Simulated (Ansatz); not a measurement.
# BH5S (B(H2S)H3) at 6 levels

Aim: a comparison of 6 runs (UHF/STO-3G, B3LYP/STO-3G, PBE0/STO-3G, UB3LYP/STO-3G, UPBE/STO-3G, CCSDT(Q)/STO-3G) of BH5S (B(H2S)H3). 

The calculation is run with Ansatz 0.2.0.

43 further runs of the same task are left out: 43 set aside as unsound or not needed.

## Step 1: The system as given

BH5S: 7 atoms, total charge 0, spin state singlet. SMILES: `[H]B([H])([H])<-S`. The S2–B1 distance was set to 3.059 Å, away from the relaxed value. At this shape a bond of the SMILES string is far longer than usual.

Bond lengths: S2–H3 1.336 Å, S2–H4 1.337 Å, B1–H5 1.181 Å, B1–H6 1.184 Å, B1–H7 1.181 Å. Angles: H3–S2–H4 92.0°, H5–B1–H6 115.4°, H5–B1–H7 114.9°, H6–B1–H7 115.4°.

## Step 2: The energy at UHF/STO-3G (run 1)

input.yaml

```yaml
crystal:
  periodic: [false, false, false]
  atoms:
    - {symbol: B, position_ang: [0.124420, -0.210205, -1.836882]}
    - {symbol: S, position_ang: [0.134050, -0.231310, 1.222430]}
    - {symbol: H, position_ang: [0.506250, 1.037510, 1.415020]}
    - {symbol: H, position_ang: [-1.154430, 0.067690, 1.414850]}
    - {symbol: H, position_ang: [1.276980, -0.209945, -2.095412]}
    - {symbol: H, position_ang: [-0.456210, 0.786605, -2.101552]}
    - {symbol: H, position_ang: [-0.443910, -1.212215, -2.097622]}
basis:
  gaussian:
    orbitals: STO-3G
hamiltonian:
  xc: hf
accuracy: high
magnetization:
  spin_polarized: true
  initial_magnetization: 0
```

Run with:

```console
$ ansatz run input.yaml --threads 1 --pin off --max-ram 2610MiB --events-out events.jsonl --progress --plain --runs-dir runs
```

What it wrote:

```text
Warning: RAYON_NUM_THREADS=1 ignored (pool sized by the plan → 1); use --threads N
Functional definition: HF
  name "HF"
  exchange = exact_x
  correlation = 0
313 factors; integrals over basis functions are off by at most 2.8e-8 eV
mean field evaluation 1: about -11437.9651 eV, gradient 1.0e1 eV
mean field evaluation 2: about -11437.9777 eV, gradient 1.0e1 eV
mean field evaluation 4: about -11438.9571 eV, gradient 4.5e-1 eV
mean field evaluation 8: about -11438.9593 eV, gradient 1.6e-6 eV
mean field -11438.95933266 eV, -420.3740018703 hartree, gradient 7.3e-8 eV, S^2 0.000000; 0 other end points of the search recorded, 0 dependent functions left out
reference -11438.95933266 eV, -420.3740018703 hartree; 13, 13 occupied and 6, 6 virtual orbitals, 313 factors
Total energy: -11438.95933266 eV, -420.3740018703 hartree
```

Run time: 0.1 s. Hardware: 1 thread of Arm Neoverse V2, shared host.

## Step 3: A single-point energy at B3LYP/STO-3G (run 2)

run.yaml

```yaml
crystal:
  periodic: [false, false, false]
  atoms:
    - symbol: B
      position_ang: [0.124420, -0.210205, -1.836882]
    - symbol: S
      position_ang: [0.134050, -0.231310, 1.222430]
    - symbol: H
      position_ang: [0.506250, 1.037510, 1.415020]
    - symbol: H
      position_ang: [-1.154430, 0.067690, 1.414850]
    - symbol: H
      position_ang: [1.276980, -0.209945, -2.095412]
    - symbol: H
      position_ang: [-0.456210, 0.786605, -2.101552]
    - symbol: H
      position_ang: [-0.443910, -1.212215, -2.097622]
basis:
  gaussian:
    orbitals: STO-3G
hamiltonian:
  xc: {name: B3LYP}
accuracy: high
```

Run with:

```console
$ ansatz run run.yaml --threads 1 --pin off --max-ram 2610MiB --events-out events.jsonl --progress --plain --runs-dir runs
```

What it wrote:

```text
Warning: RAYON_NUM_THREADS=1 ignored (pool sized by the plan → 1); use --threads N
Functional definition: B3LYP
  name "B3LYP"
  parameter a0 = 0.2
  parameter ax = 0.72
  parameter ac = 0.81
  exchange = (1 - a0 - ax)*slater_x + ax*b88_x + a0*exact_x
  correlation = (1 - ac)*vwn_rpa_c + ac*lyp_c
313 factors; integrals over basis functions are off by at most 2.8e-8 eV
mean field evaluation 1: about -11462.4995 eV, gradient 7.0e0 eV
mean field evaluation 2: about -11462.8061 eV, gradient 1.8e0 eV
mean field evaluation 4: about -11462.8199 eV, gradient 4.5e-2 eV
mean field evaluation 8: about -11462.7675 eV, gradient 2.9e-4 eV
mean field -11462.76754351 eV, -421.2489374810 hartree, gradient 4.3e-8 eV, S^2 0.000000; 0 other end points of the search recorded, 0 dependent functions left out
reference -11462.76757353 eV, -421.2489385842 hartree; 13, 13 occupied and 6, 6 virtual orbitals, 313 factors
Total energy: -11462.76757353 eV, -421.2489385842 hartree
```

Wall time 1.1 s (1 thread of Arm Neoverse V2, shared host); peak memory 0.097 GiB.

Run 3 isn't shown in full; the table further down has it.

## Step 4: The energy at UB3LYP/STO-3G (run 4)

in.yaml

```yaml
crystal:
  periodic: [false, false, false]
  atoms:
    - {symbol: B, position_ang: [0.124420, -0.210205, -1.836882]}
    - {symbol: S, position_ang: [0.134050, -0.231310, 1.222430]}
    - {symbol: H, position_ang: [0.506250, 1.037510, 1.415020]}
    - {symbol: H, position_ang: [-1.154430, 0.067690, 1.414850]}
    - {symbol: H, position_ang: [1.276980, -0.209945, -2.095412]}
    - {symbol: H, position_ang: [-0.456210, 0.786605, -2.101552]}
    - {symbol: H, position_ang: [-0.443910, -1.212215, -2.097622]}
basis:
  gaussian: {orbitals: STO-3G}
magnetization: {spin_polarized: true}
hamiltonian: {xc: {name: B3LYP}}
accuracy: high
```

Run with:

```console
$ ansatz run in.yaml --threads 1 --pin off --max-ram 2610MiB --events-out events.jsonl --progress --plain --runs-dir runs
```

What it wrote, cut to the lines that bear on the results:

```text
Warning: RAYON_NUM_THREADS=1 ignored (pool sized by the plan → 1); use --threads N
[... 7 set-up lines as earlier in the session ...]
313 factors; integrals over basis functions are off by at most 2.8e-8 eV
mean field evaluation 1: about -11462.4995 eV, gradient 4.9e0 eV
mean field evaluation 2: about -11462.8062 eV, gradient 1.3e0 eV
mean field evaluation 4: about -11462.8199 eV, gradient 3.2e-2 eV
mean field evaluation 8: about -11462.7675 eV, gradient 2.1e-4 eV
mean field -11462.76754351 eV, -421.2489374810 hartree, gradient 3.1e-8 eV, S^2 0.000000; 0 other end points of the search recorded, 0 dependent functions left out
reference -11462.76757353 eV, -421.2489385842 hartree; 13, 13 occupied and 6, 6 virtual orbitals, 313 factors
Total energy: -11462.76757353 eV, -421.2489385842 hartree
```

Run time: 1.8 s. Hardware: 1 thread of Arm Neoverse V2, shared host; peak memory 0.13 GiB.

Run 5 isn't shown in full; the table further down has it.

## Step 5: A single-point energy at CCSDT(Q)/STO-3G (run 6)

input.yaml: that of step 2 with these lines changed.

```diff
@@ -13,7 +13,7 @@
     orbitals: STO-3G
-hamiltonian:
-  xc: hf
+correlation:
+  method: ccsdt_q
+  frozen_orbitals: {B: 1, H: 0, S: 5}
 accuracy: high
-magnetization:
-  spin_polarized: true
-  initial_magnetization: 0
+scf:
+  omitted_lower_state_checks: [cluster_reference, increment]
```

Run with:

```console
$ ansatz run input.yaml --threads 1 --pin off --max-ram 2610MiB --events-out events.jsonl --progress --plain --runs-dir runs
```

What it wrote, cut to the lines that bear on the results:

```text
Warning: RAYON_NUM_THREADS=1 ignored (pool sized by the plan → 1); use --threads N
[... 2 set-up lines as earlier in the session ...]
[...]
313 factors; integrals over basis functions are off by at most 2.8e-8 eV
[...]
mean field -11438.95933266 eV, -420.3740018703 hartree, gradient 1.7e-8 eV, S^2 0.000000; 0 other end points of the search recorded, 0 dependent functions left out
6 core orbitals not correlated: weight in the atoms' cores, before any rotation towards them, 1.000 or more for the frozen orbitals, at most 0.000 for the correlated occupied ones
reference -11438.95933266 eV, -420.3740018703 hartree; 7, 7 occupied and 6, 6 virtual orbitals, 313 factors
second order -1.80926146 eV of doubles, -0.00000000 eV of singles
cycle   1  -2.35179031 eV  change   -5.4e-1 eV  update   5.9e-2
[...]
cycle  20  -2.65397440 eV  change  -9.2e-10 eV  update   1.1e-9
perturbative correction -0.00003688 eV, -0.0000013552 hartree
Total energy: -11441.61334394 eV, -420.4715349857 hartree
Checks for a lower state left out: cluster_reference, increment
```

It took 0.24 s on 1 thread of Arm Neoverse V2, shared host.

## Step 6: All runs side by side

```tsv
run	level	frozen core orbitals	energy (Eh)	wall time
1	UHF/STO-3G	–	-420.374002	0.1 s
2	B3LYP/STO-3G	–	-421.248939	1.1 s
3	PBE0/STO-3G	–	-421.059267	1 s
4	UB3LYP/STO-3G	–	-421.248939	1.8 s
5	UPBE/STO-3G	–	-420.987594	1.8 s
6	CCSDT(Q)/STO-3G	6	-420.471535	0.24 s
```

## Step 7: What came out

| quantity | value |
| --- | --- |
| run 6: total energy | -420.47153 Eh |
| run 6: correlation energy (6 core orbitals frozen) | -97.5 mEh |
| run 6: T1 diagnostic | 0.006 |

What this shows: Totals of different functionals can't be ranked against each other. In runs 1, 2, 3, 4, 5, 6 the basis is minimal, so the values are rough. All runs together took 6 s, the longest 1.8 s.
